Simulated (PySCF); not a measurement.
CH3F, SMILES CF.

Geometry: B3LYP-D3(BJ)/def2-TZVP.

The numbers are results of B3LYP-D3(BJ)/def2-TZVP (PySCF 2.14.0), not measurements.

Frequencies are harmonic and unscaled.

Modes within 1.5 cm⁻¹ of each other (mostly degenerate sets) share a row, with their intensities summed.

Task: List the normal modes with their intensities. (The exact figures need the calculation; the answer reports its results.)

Result: 
| mode | ν (cm⁻¹) | IR (km/mol) | Raman (Å⁴/amu) | depolarisation | moving atoms (share of kinetic energy) |
|---|---|---|---|---|---|
| 1 | 1052 | 108.3 | 4.9 | 0.56 | C 52 %, F 43 % |
| 2–3 | 1194 | 1.6 | 10.4 | 0.75 | H 79 %, C 17 % |
| 4 | 1488 | 2.0 | 2.3 | 0.60 | H 88 %, C 11 % |
| 5–6 | 1494 | 7.3 | 19.9 | 0.75 | H 95 % |
| 7 | 3031 | 29.4 | 145.0 | 0.04 | H 98 % |
| 8–9 | 3111 | 71.0 | 107.4 | 0.75 | H 90 %, C 10 % |
